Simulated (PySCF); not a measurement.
**HS, SMILES `[SH]` (charge 0, multiplicity 2)**

All values below come from CAM-B3LYP-D3(BJ)/def2-TZVP run with PySCF.

- highest occupied spin orbital = -8.80 eV
- dipole moment = 0.186 e·Å
- total energy = -398.7652 Ha
- cost = around 9 core-seconds (rough)

```xyz
2

S      0.6716     0.0000     0.0000
H     -0.6716     0.0000     0.0000
```
Charge 0, spin multiplicity 2.
